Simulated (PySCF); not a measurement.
Isomers of C3H4ClNO, one GFN2-xTB conformer each. Single-point energies are computed at PBE0/pcSseg-1 (PySCF, gas phase, no added dispersion term), electronic only.

Problem. Rank them by PBE0/pcSseg-1 energy, lowest first (kcal/mol).
A. `[NH2:1][C:2](=[O:3])/[CH:4]=[CH:5]/[Cl:6]` with H–N1–C2–O3 0° and 180°, N1–C2–C4–C5 180°
B. `[CH2:1]=[C:2]([Cl:3])[C:4]([NH2:5])=[O:6]` with C1–C2–C4–N5 180°, C2–C4–N5–H 180° and 0°

Solution. A (0.0), B (0.4).

Neighbours under 2.5 kcal/mol apart (NC(=O)/C=C/Cl and C=C(Cl)C(N)=O) can change places with a better method, another conformer or zero-point energy. GFN2-xTB itself gives, in the same order: 0.5, 0.0. GFN2-xTB puts C=C(Cl)C(N)=O lowest instead.

Problem. Which frontier levels, dipoles and rotational constants go with these structures?

Solution. 
| SMILES | HOMO (eV, PBE0/pcSseg-1) | LUMO (eV) | dipole (D) | A, B, C (MHz) |
| --- | --- | --- | --- | --- |
| NC(=O)/C=C/Cl | -7.67 | -1.35 | 3.50 | 10255, 1222, 1092 |
| C=C(Cl)C(N)=O | -7.78 | -1.38 | 2.15 | 4710, 2452, 1612 |
